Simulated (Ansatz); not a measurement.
Abridged output of a molecular run in Ansatz:

```
Functional definition: HF
1427 factors; integrals over basis functions are off by at most 1.1e-3 eV
mean field evaluation 1: about -16473.7734 eV, gradient 4.0e1 eV
mean field evaluation 2: about -16474.1079 eV, gradient 4.0e1 eV
mean field evaluation 4: about -16477.5129 eV, gradient 4.2e0 eV
mean field evaluation 8: about -16477.5793 eV, gradient 3.4e-1 eV
mean field -16477.57993236 eV, -605.5398936093 hartree, gradient 4.5e-6 eV, S^2 0.000000; 0 other end points of the search recorded, 0 dependent functions left out
9 core orbitals not correlated: weight in the atoms' cores, before any rotation towards them, 1.000 or more for the frozen orbitals, at most 0.000 for the correlated occupied ones
reference -16477.57993236 eV, -605.5398936093 hartree; 15, 15 occupied and 212, 212 virtual orbitals, 1427 factors
second order -25.95280773 eV of doubles, -0.00000000 eV of singles
cycle   1  -26.09836317 eV  change   -1.5e-1 eV  update   1.1e-1
cycle   2  -26.72886729 eV  change   -6.3e-1 eV  update   3.1e-2
cycle   3  -26.85947987 eV  change   -1.3e-1 eV  update   1.6e-2
cycle   4  -26.84822394 eV  change    1.1e-2 eV  update   3.9e-3
cycle   5  -26.84733979 eV  change    8.8e-4 eV  update   2.2e-3
cycle   6  -26.84828796 eV  change   -9.5e-4 eV  update   7.5e-4
cycle   7  -26.84784762 eV  change    4.4e-4 eV  update   3.3e-4
cycle   8  -26.84772077 eV  change    1.3e-4 eV  update   1.1e-4
cycle   9  -26.84775928 eV  change   -3.9e-5 eV  update   4.5e-5
cycle  10  -26.84775126 eV  change    8.0e-6 eV  update   2.0e-5
perturbative correction -1.18943174 eV, -0.0437108104 hartree
Total energy: -16505.61711536 eV, -606.5702410805 hartree
```

Its atoms:

Z-matrix (Å, degrees):
```
C
N 1 1.433
O 1 1.381 2 111.5
S 1 1.858 2 91.1 3 120.9
H 1 1.099 2 115.6 3 -126.6
C 2 1.456 1 100.4 3 -134.0
H 2 1.011 1 115.8 3 99.3
H 3 0.962 1 109.0 2 -160.9
H 6 1.094 2 114.9 1 -101.4
H 6 1.092 2 113.9 1 130.8
```

(1) Which basis set was used?
A. def2-QZVPP
B. def2-TZVPP
C. def2-TZVPPD
D. def2-SVPD

(2) Write the keys of the input that set method, charge and spin (a neutral closed shell needs none for the last two).

Answers

(1) B. It gives 236 functions.

(2) 
```yaml
correlation: {method: ccsd_t}
```
